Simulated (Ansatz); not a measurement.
A made-up structure of BSiH$_{4}$O (charge -1), closed shell:

B1  (-0.700, 0.287, -0.112)
Si2  (0.672, -0.490, 0.127)
O3  (0.888, -1.926, 0.298)
H4  (-1.653, -0.533, -0.145)
H5  (-0.397, 0.920, -1.222)
H6  (-0.647, 1.124, 0.901)
H7  (1.837, 0.619, 0.154)
(Å)

It is relaxed with PBE-D4/def2-SVPD and then PBE0-D4/def2-TZVPD (Ansatz 0.2.0). Atoms count as bonded within 1.22 times the sum of their covalent radii (H–H: 0.88 Å). The end point is not checked to be a true minimum.

**Question.** Does its bonding change? (Judge from chemistry; the calculation decides.)

**Answer.** The calculation gives: No: no bond forms or breaks.

Where it ends: The first stage lowers the energy by 2.56 eV in 7 steps. It ends as BSiH₄O ([BH3][SiH][O]), total charge -1:
B1  (-0.850, 0.378, -0.138)
Si2  (0.845, -0.578, 0.157)
O3  (1.291, -2.045, 0.356)
H4  (-1.843, -0.319, -0.189)
H5  (-0.626, 0.996, -1.178)
H6  (-0.861, 1.187, 0.788)
H7  (2.044, 0.382, 0.204)
(Å)

Labels in which every atom is bracketed show which atoms are joined, not bond orders.

For scale, one of the runs: PBE0-D4/def2-TZVPD relaxation, 156 basis functions, launched by `ansatz run in.yaml --threads 2 --pin off --events-out ev --progress --plain --max-ram 4352MiB`. The run took about 24 s on 2 CPU threads of an Arm Neoverse V2 (shared host).
